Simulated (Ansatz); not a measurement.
A calculation with Ansatz (development build ahead of 0.2.0).

```yaml
crystal:
  periodic: [false, false, false]
  atoms:
    - { symbol: Cl, position_ang: [-1.07618, 0.07638, 2.03069] }
    - { symbol: Mg, position_ang: [-0.04685, 0.02242, 0.1397] }
    - { symbol: Cl, position_ang: [1.13532, -0.02869, -2.13705] }
basis:
  gaussian: { orbitals: def2-SVP }
total_charge: 1
magnetization:
  spin_polarized: true
  initial_magnetization: 1
hamiltonian:
  xc: hf
correlation:
  method: mp2
  frozen_orbitals: { Cl: 5, Mg: 1 }
output:
  forces: true
```

The input is written out in the form of the current development build from the run's settings.

The run gave:

```
Converged                       : yes
Reference energy                : -1118.03718 hartree
Correlation energy              : -0.26641 hartree
Total energy                    : -1118.30359 hartree
Spin squared of the determinant : 0.756
Stability test                  : minimum
```

Forces (eV/Å):
```tsv
atom	Fx	Fy	Fz
Cl1	-0.050	0.002	0.095
Mg2	0.085	-0.003	-0.165
Cl3	-0.035	0.001	0.070
```

Caution: MP2 on this radical cation hangs on the determinant chosen.
